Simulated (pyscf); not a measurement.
Structures and frequencies: ωB97X-D3(BJ)/def2-SVP in PySCF.

SMILES: [OH][Hf]([Cl])([Cl])[Cl]
```xyz
6

O     -0.1978     0.0863     1.3830
Hf     0.3508     0.2925    -0.4126
Cl     2.3324     1.5361    -0.4711
Cl    -1.3300     1.4110    -1.5941
Cl     0.7093    -1.8212    -1.3492
H     -0.4778    -0.0197     2.2924
```

List the bond dissociation enthalpies at 298 K of `[OH][Hf]([Cl])([Cl])[Cl]` from ωB97M-D3(BJ)/def2-TZVP, from the weakest bond up.

Cl–Hf to [HO–Hf(Cl)–Cl]• + Cl•: 119.6 kcal/mol; H–O to [O–Hf(Cl)(Cl)–Cl]• + H•: 126.2 kcal/mol; Hf–O to OH• + [Cl–Hf(Cl)–Cl]•: 130.1 kcal/mol. Ring and multiple bonds, and those that leave no two simple radicals, are not listed. The radicals are drawn with the spin at the cut bond; how far it spreads was not checked. Other isomers of [O–Hf(Cl)(Cl)–Cl]•, [HO–Hf(Cl)–Cl]• were not searched in full and may lie lower. Left out: the spin-orbit lowering of Cl, OH. Open-shell species with a d-block atom are single-reference here; other states, and whether the spin sits on metal or ligand, were not checked. Elements past Kr carry the def2 core potentials, without spin-orbit coupling.
